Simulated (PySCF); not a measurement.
# Telling isomers of C3H5N3 apart by NMR

Computational details: spin–spin couplings from B3LYP/pcJ-1 (spin–dipole term left out of most H,H and C,H couplings), PBE0-D3(BJ)/def2-SVP structure, PBE0/pcSseg-1 with gauge-including orbitals, in PySCF (fast rotation and ring inversion assumed for equivalent nuclei, in vacuum, non-relativistic Hamiltonian, one conformer).

Shifts are taken against calculated references (same method and geometry level): TMS for ¹H (σref 31.27) and ¹³C (σref 184.41). Multiplet labels drop J under 1 Hz and among equivalent protons, and merge close values. Unscaled 3J(H,H) run several per cent high. Shifts are as computed. Against solution values, carbons near 30 ppm lie about +2 ppm off and those near 130 ppm about +5 ppm. Of 1211 compounds with measured shifts, 218 miss one by over three times the rms of a fit or turn the order of signals round; such compounds aren't used in these exercises.

(1) Tabulate the signals of `Cn1ccnn1`, `Cn1cnnc1`, `Cn1nccn1` and their relative energies.

(2) What is the quickest way to tell Cn1ccnn1 from Cn1cnnc1?

(3) What is the quickest way to tell Cn1cnnc1 from Cn1nccn1?

(4) What is the quickest way to tell Cn1ccnn1 from Cn1nccn1?

Answers

(1) 
```tsv
SMILES	carbon types	δC	δH	E rel. (kcal/mol)
Cn1ccnn1	2×CH 1×CH3	138.5, 126.9, 35.8	7.70 (d, 1H), 7.43 (d, 1H), 4.01 (s, 3H)	8.3
Cn1cnnc1	2×CH 1×CH3	146.0, 30.2	7.77 (s, 2H), 3.56 (s, 3H)	0.0
Cn1nccn1	2×CH 1×CH3	137.8, 41.4	7.50 (s, 2H), 4.04 (s, 3H)	2.5
```

Energies are electronic energies at PBE0/pcSseg-1 on these geometries, without zero-point or thermal terms, each for the one conformer computed, which needn't be the lowest.

(2) Count the carbon signals: 3 against 2. The first has an aromatic CH next to a ring nitrogen at 126.9 ppm, the second an aromatic CH between two ring heteroatoms at 146.0 ppm. Their most deshielded carbons lie at 138.5 and 146.0 ppm.

(3) Both give the same number of carbon signals, with the same numbers of each carbon type, so the positions decide. The first has a methyl carbon bonded to N (CH3) at 30.2 ppm, the second a methyl carbon bonded to N (CH3) at 41.4 ppm. Their most deshielded carbons lie at 146.0 and 137.8 ppm.

(4) Count the carbon signals: 3 against 2. The first has an aromatic CH next to a ring nitrogen at 126.9 ppm, the second a methyl carbon bonded to N (CH3) at 41.4 ppm. Their most deshielded carbons lie at 138.5 and 137.8 ppm.
